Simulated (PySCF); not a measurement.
**Nitrogen: a sound run and one with changed settings**

Sound run: N [He] 2s2 2p3, N⁺ [He] 2s2 2p2. All numbers are calculated (PySCF 2.14, scalar relativity by spin-free X2C-1e, in aug-cc-pVDZ-DK). The sound run starts from symmetry-adapted Hartree-Fock orbitals and uses a fine grid where one is needed.

Changed run: initial guess atom, at most 50 SCF cycles, level shift 10.0 hartree.

```
species  method  sound run (hartree)  changed run (hartree)  converged
      N     UHF            -54.42233              -54.42230         no
      N     LDA            -54.14947              -54.14926         no
      N    BP86            -54.61294              -54.61273         no
     N⁺     UHF            -53.91069              -53.91069         no
     N⁺     LDA            -53.59778              -53.59768         no
     N⁺    BP86            -54.06967              -54.06957         no
```

A level shift slows the SCF but leaves a converged energy unchanged.
